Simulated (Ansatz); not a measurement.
Bulk modulus B0 (GPa) of solids drawn from the class of elemental solids other than molecular ones, at two levels: PBE in Ansatz (plane waves, PAW), and PBE-D3(BJ) (PAW; Ansatz, a quantum-chemistry and plane-wave program).

```json
[
 {"solid": "fcc Cu", "PBE": "141", "PBE-D3(BJ)": "167", "shift (%)": "+18.4"},
 {"solid": "fcc Rh", "PBE": "257", "PBE-D3(BJ)": "281", "shift (%)": "+9.3"},
 {"solid": "fcc Ca", "PBE": "17.4", "PBE-D3(BJ)": "18.3", "shift (%)": "+5.2"},
 {"solid": "fcc Pt", "PBE": "248", "PBE-D3(BJ)": "276", "shift (%)": "+11.3"},
 {"solid": "hcp Sc", "PBE": "54.2", "PBE-D3(BJ)": "57.5", "shift (%)": "+6.1"},
 {"solid": "fcc Pd", "PBE": "168", "PBE-D3(BJ)": "193", "shift (%)": "+14.9"},
 {"solid": "bcc Ba", "PBE": "8.70", "PBE-D3(BJ)": "8.98", "shift (%)": "+3.2"},
 {"solid": "bcc Nb", "PBE": "169", "PBE-D3(BJ)": "181", "shift (%)": "+7.1"},
 {"solid": "fcc Al", "PBE": "76.9", "PBE-D3(BJ)": "86.1", "shift (%)": "+12.0"},
 {"solid": "bcc Na", "PBE": "7.77", "PBE-D3(BJ)": "8.90", "shift (%)": "+14.5"}
]
```

The shifts run from +3.2 % to +18.4 %, with a median of +10.3 %.

Of 10 rows, PBE-D3(BJ) is the larger in 10 and the smaller in 0.

Ansatz's runs of these crystals have no spin polarisation.

Spin–orbit coupling is left out, also for the solids with elements from indium on (fcc Pt, bcc Ba); its size isn't shown.

In Ansatz's fits of the non-cubic solids, shape and atoms are relaxed at each volume.

Each level is taken at its own relaxed cell. Ansatz's density-functional and Hartree–Fock values are scalar-relativistic unless marked +SOC, with PAW data made under PBE.
